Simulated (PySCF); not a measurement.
# H3O2P: the cost of one run

Programs: PySCF 2.14.0, with density-fitted response routines of our own. Each step states its level of theory. These are calculated values for one molecule in the gas phase, unless marked as measured. Atoms count from 0, in the outputs and in this text.

## Step 1: The molecule as given

6 atoms, charge 0, multiplicity 1; geometry from: GFN2-xTB. The atoms were then displaced at random by about 0.03 Å, so the start is not that level's minimum.

Bonds of the start (Å): O0–P1 1.35, P1–O2 1.55, P1–H3 1.35, P1–H4 1.41, O2–H5 0.97.

## Step 2: Relaxing the molecule at PBE0-D3(BJ)/def2-SVP

The job: settings as JSON, then the geometry in Å.

```
{"job": {"xc": "PBE0", "basis": "def2-SVP", "d3": "d3bj", "grid": 1, "shake": 0.03, "kind": "geom"}, "charge": 0, "multiplicity": 1}
O     -1.022240     1.320550    -0.284410
P     -0.433330     0.119640    -0.082380
O      1.098690     0.314550     0.092780
H     -0.704690    -0.565650     1.046150
H     -0.520800    -0.813890    -1.138460
H      1.651730    -0.467230     0.253880
```

Command:

```console
OMP_NUM_THREADS=1 python probes_run.py task.json out
```

One launch serves the whole session: the jobs run in the order shown.

**Question.** How long does this first job take on 1 thread of AMD EPYC 7B13, shared host, and how much memory does it need?

About 6.9 s, with a peak of 0.27 GiB.
